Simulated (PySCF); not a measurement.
Species: FH3P (charge +1).
InChI=1S/FH3P/c1-2/h2H3/q+1

Level of theory: PBE0-D3(BJ)/def2-SVP geometry optimisation, gas phase (PySCF).

Take the most abundant isotopes and a rigid rotor. 

**Question.** What are A, B and C (cm⁻¹)?

**Answer.** Ia = 5.41, Ib = 33.93, Ic = 33.94 u·Å²; 505379 MHz·u·Å²/I gives 93459, 14893 and 14893 MHz, that is A = 3.11746, B = 0.49678, C = 0.49676 cm⁻¹.

**Question.** What kind of rotor is it?

**Answer.** A prolate symmetric top, as the point group C3v requires two equal moments; Ray's κ = -1.000.

**Question.** Where do the R-branch lines fall?

**Answer.** The dipole of 4.16 D (about the centre of mass, as the species is charged) lies along the symmetry axis, so ΔK = 0 and J+1 ← J falls at 2B(J+1) for every K: 29.79 GHz, 59.57 GHz, 89.36 GHz, 119.14 GHz, 148.93 GHz for J = 0 to 4.

No PBE0-D3(BJ)/def2-SVP frequencies stand behind this structure, so it isn't proved a minimum. These are rigid-rotor constants of the computed structure; measured ground-state constants (B0) also hold zero-point vibration.
